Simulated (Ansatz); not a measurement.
Basis-set extrapolation for `FCCCl` (PBE0-D4/def2-TZVP geometry, frozen core, Ansatz). Multiplicity 1, RHF reference.

```json
{"": "HF", "def2-TZVPP": "-637.084745", "def2-QZVPP": "-637.105623"}
{"": "MP2 correlation", "def2-TZVPP": "-0.782498", "def2-QZVPP": "-0.848870"}
{"": "CCSD(T) correlation", "def2-TZVPP": "-0.849787", "def2-QZVPP": "-0.913360"}
```

Energies in hartree. Use E(X) = E(∞) + A·exp(−7.88·√X) for Hartree–Fock and E(X) = E(∞) + B·X^(−2.97) for correlation, with X = 3 and 4.

Problem. What is the CCSD(T) energy at the basis-set limit?

Solution. HF limit: -637.105623 + (-0.020878) × 0.13774 = -637.10850. Correlation limit: -0.913360 + (-0.063573) × 0.74074 = -0.96045. Total: -638.06895 hartree, 352.9 kJ/mol below CCSD(T)/def2-TZVPP.
